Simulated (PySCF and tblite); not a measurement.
The numbers below are computed, except where a source is named.
C₄H₅N, numbered as in [CH2:1]=[CH:2][CH2:3][C:4]#[N:5]. The same 2 conformers on PBE0-D3(BJ)/def2-SVP geometries, with only the functional of the single-point energies changed (basis set def2-TZVP, solvent none (gas phase), D3(BJ) where defined; PySCF).

Torsions listed: C1–C2–C3–C4. Of a mirror pair one member is shown.

```tsv
conformer	shape	symmetry	dipole D
1	0°	Cs	3.91
2	123°	C1 (pair)	4.01
```

Energies (kcal/mol) above conformer 1 and its weight at 298.15 K (thermal terms from GFN2-xTB):

| functional | E(2) − E(1) | weight of 1 (%) |
| --- | --- | --- |
| PBE0 | 0.80 | 71 |
| TPSS | ? | ? |
| B3LYP | 0.69 | 67 |
| BHandHLYP | 0.70 | 67 |
| r2SCAN | 0.89 | 74 |
| BLYP | 0.63 | 64 |
| HSE06 | 0.77 | 69 |

Question: What does TPSS give?

Answer: E(2) − E(1) = 0.68 kcal/mol, weight of conformer 1 66 %.

Question: How much does the choice of functional matter?

Answer: The widest range is that of E(2) − E(1), which runs from 0.63 (BLYP) to 0.89 kcal/mol (r2SCAN), a spread of 0.26, against RT = 0.59.
